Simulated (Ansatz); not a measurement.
We consider AgP₁₅ (P-1, No. 2; cell taken from a computed entry), described by PBEsol (Ansatz, an electronic-structure program, PAW).

Numerical settings: plane-wave cutoff 520 eV, 6×4×4 k mesh (along the axes of the cell as run), Fermi–Dirac smearing 0.01 eV, no spin polarisation, scalar-relativistic PAW data made under PBE.

Cell (relaxed with PBEsol):

```
CELL_PARAMETERS angstrom
      6.88178     0.12580    -0.02097
     -2.45576     8.53404    -0.00280
     -1.55306    -2.64837    10.39111
ATOMIC_POSITIONS crystal
  Ag 0.33864 0.72265 0.49840
  Ag 0.66136 0.27735 0.50160
  P  0.95735 0.57004 0.83399
  P  0.04265 0.42996 0.16601
  P  0.94272 0.00027 0.65098
  P  0.05728 0.99973 0.34902
  P  0.92083 0.76915 0.20361
  P  0.07917 0.23085 0.79639
  P  0.86653 0.55124 0.62925
  P  0.13347 0.44876 0.37075
  P  0.77427 0.89160 0.78425
  P  0.22573 0.10840 0.21575
  P  0.75220 0.68150 0.34538
  P  0.24780 0.31850 0.65462
  P  0.67502 0.50166 0.91290
  P  0.32498 0.49834 0.08710
  P  0.67723 0.82041 0.06309
  P  0.32277 0.17959 0.93691
  P  0.61527 0.65708 0.64739
  P  0.38473 0.34292 0.35261
  P  0.60784 0.23858 0.86176
  P  0.39216 0.76142 0.13824
  P  0.54243 0.83496 0.34586
  P  0.45757 0.16504 0.65414
  P  0.43444 0.55480 0.77994
  P  0.56556 0.44520 0.22006
  P  0.30386 0.92508 0.85821
  P  0.69614 0.07492 0.14179
  P  0.22930 0.92006 0.64921
  P  0.77070 0.07994 0.35079
  P  0.01103 0.83039 0.91499
  P  0.98897 0.16961 0.08501
```

Task: Estimate the band gap, smallest direct gap on the k points sampled and direct gap at Γ that the calculation returns.

Result: 
* **band gap**: 0.81 eV
* **smallest direct gap on the k points sampled**: 1.02 eV
* **direct gap at Γ**: 1.29 eV

Spin–orbit coupling is not included.
